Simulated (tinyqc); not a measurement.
Inside a calculation. Method: harmonic frequencies on the unrestricted LDA (VWN5)/sto-3g surface (energies and gradients from PySCF), for LiH, spin multiplicity 3. One step of it, computed by the program tinyqc.

Task: Normal modes. Diagonalise H_ij / sqrt(m_i m_j); the 5 smallest eigenvalues belong to translations and rotations; wavenumber = sqrt(eigenvalue / 1822.888) x 219474.63; each mode has its largest component positive (the first on a tie); zero-point energy = sum of wavenumbers / 2, with 349.755 1/cm per kcal/mol.

Hessian (symmetrised) (hartree/bohr^2), lower triangle:
```
             1Lix         1Liy         1Liz         2Hx         2Hy         2Hz
1Lix  -0.00000701
1Liy   0.00000000  -0.00000701
1Liz   0.00000000   0.00000000   0.00730732
2Hx   -0.00001113   0.00000000   0.00000000  0.00002927
2Hy    0.00000000  -0.00001113   0.00000000  0.00000000  0.00002927
2Hz    0.00000000   0.00000000  -0.00731198  0.00000000  0.00000000  0.00731664
```

masses (u): 1Li 7.016004, 2H 1.007825

Give: eigenvalues of the mass-weighted Hessian; harmonic wavenumbers of the vibrations; mass-weighted modes; zero-point energy.

Result:

eigenvalues of the mass-weighted Hessian (hartree/(bohr^2 u)): 0.0000  0.0000  0.0000  0.0000  0.0000  0.0083

harmonic wavenumbers of the vibrations (1/cm): 468.4

mass-weighted modes:
```
       mode 1
1Lix   0.0000
1Liy   0.0000
1Liz  -0.3542
2Hx    0.0000
2Hy    0.0000
2Hz    0.9352
```

zero-point energy = 0.6696 kcal/mol
